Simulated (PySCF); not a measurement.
NO, SMILES [N]=O (connectivity only; charge and spin as stated), charge +1, multiplicity 1. Heavy atoms are numbered as in [N:1]=[O:2].

The structure is a stationary point at PBE-D3(BJ)/def2-TZVPD.

All values below come from PBE/pcSseg-2 run with PySCF.

GIAO shieldings, no solvent; atoms alike by connectivity are averaged. δ = σ(ref) − σ: ¹⁵N against NH3 (σ = 262.8 ppm); ¹⁷O against H2O (σ = 327.5 ppm), references at their B3LYP-D3(BJ)/def2-TZVP geometries, non-relativistic.

```json
[
 {"nucleus": "¹⁵N", "atoms": "N1", "count": "1", "δ (ppm)": "423.4"},
 {"nucleus": "¹⁷O", "atoms": "O2", "count": "1", "δ (ppm)": "525.2"}
]
```
